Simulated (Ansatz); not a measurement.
**BNH (doublet): the correlation ladder at distance N2–H3 = 0.993 Å, cc-pVDZ**

How much of the correlation energy of BNH (doublet) does each wave-function method recover here?

Program: Ansatz 0.2.0, Gaussian basis. Level of theory: cc-pVDZ, core rule «outside noble gas», up to 2 orbitals frozen. These are calculated values, not measurements.

The runs, in order: UHF; CCSD(T) on ROHF; CCSD(T) on UHF; BCCD(T) on ROHF; CISD; CCSDT(Q) on ROHF; CCSDT(Q) on UHF; CCSDTQ on ROHF; CASSCF and MRCISD+Q, 3 electrons in 3 orbitals; CASSCF and NEVPT2, 3 electrons in 3 orbitals; CASSCF and MRCISD+Q, 9 electrons in 9 orbitals; CASSCF and NEVPT2, 9 electrons in 9 orbitals.

## 1. The geometry

The geometry derives from a PBE0/def2-TZVP stationary point (not a proven minimum). One bond is set to the value named and the two fragments are kept rigid.

3 atoms, charge 0, spin multiplicity 2.

Atoms are counted from 1 here; the program's logs count them from 0.

Bond lengths: B1–N2 1.234 Å, N2–H3 0.993 Å. Angles: B1–N2–H3 180.0°.

## 2. UHF

Contents of in.yaml:

```yaml
crystal:
  periodic: [false, false, false]
  atoms:
    - {symbol: B, position_ang: [0.000000, 0.000000, 1.153245]}
    - {symbol: N, position_ang: [0.000000, 0.000000, -0.080303]}
    - {symbol: H, position_ang: [0.000000, 0.000000, -1.072942]}
basis:
  gaussian: {orbitals: cc-pVDZ}
magnetization: {spin_polarized: true, initial_magnetization: 1}
hamiltonian: {xc: hf}
output: {orbitals: {seedname: orbitals}}
```

Launch:

```sh
$ ansatz run in.yaml --threads 1 --pin off --events-out ev --progress --plain --max-ram 2816MiB --backend cpu
```

Further steps of the session: CCSD(T) on ROHF; CCSD(T) on UHF; BCCD(T) on ROHF; CISD; CCSDT(Q) on ROHF; CCSDT(Q) on UHF; CCSDTQ on ROHF; CASSCF and MRCISD+Q, 3 electrons in 3 orbitals; CASSCF and NEVPT2, 3 electrons in 3 orbitals; CASSCF and MRCISD+Q, 9 electrons in 9 orbitals; CASSCF and NEVPT2, 9 electrons in 9 orbitals.

Before running them: what should the planned runs give, taken together? Wanted: RCCSDTQ below the RHF energy; RMP2 from RCCSDTQ; UMP2 from RCCSDTQ; RCCSD from RCCSDTQ; RCCSD(T) from RCCSDTQ; UCCSD(T) from RCCSDTQ; RCCSDT(Q) from RCCSDTQ; UCCSDT(Q) from RCCSDTQ; NEVPT2 pair from RCCSDTQ.

As calculated:

```
                         quantity                                                                      value
     RCCSDTQ below the RHF energy                                                                 -6.7571 eV
                RMP2 from RCCSDTQ                                                            +14.68 kcal/mol
                UMP2 from RCCSDTQ                                                            +15.94 kcal/mol
               RCCSD from RCCSDTQ                                                             +6.66 kcal/mol
            RCCSD(T) from RCCSDTQ                                                             +0.89 kcal/mol
            UCCSD(T) from RCCSDTQ                                                             +1.06 kcal/mol
           RCCSDT(Q) from RCCSDTQ                                                             -0.04 kcal/mol
           UCCSDT(Q) from RCCSDTQ                                                             -0.11 kcal/mol
         NEVPT2 pair from RCCSDTQ                                                            +12.71 kcal/mol
       MRCISD+Q pair from RCCSDTQ                                                             +2.35 kcal/mol
      NEVPT2 valence from RCCSDTQ                                                            +16.71 kcal/mol
levels within 1 kcal/mol (43 meV)  RCCSD(T), BCCD(T), RCCSDT, UCCSDT, RCCSDT(Q), UCCSDT(Q), MRCISD+Q valence
                    T1 diagnostic                                                                      0.028
   effectively unpaired electrons                                                                       1.04
```

What this shows: RCCSD(T) lands +0.89 kcal/mol from the yardstick (0.6 % of the correlation energy). One determinant dominates. Of the multireference levels listed MRCISD+Q valence comes nearest in total energy (+0.74 kcal/mol), which doesn't show that its space is the better one. These misses are within one basis, not against nature; the frozen cores of restricted and unrestricted runs differ, which can shift their rows.
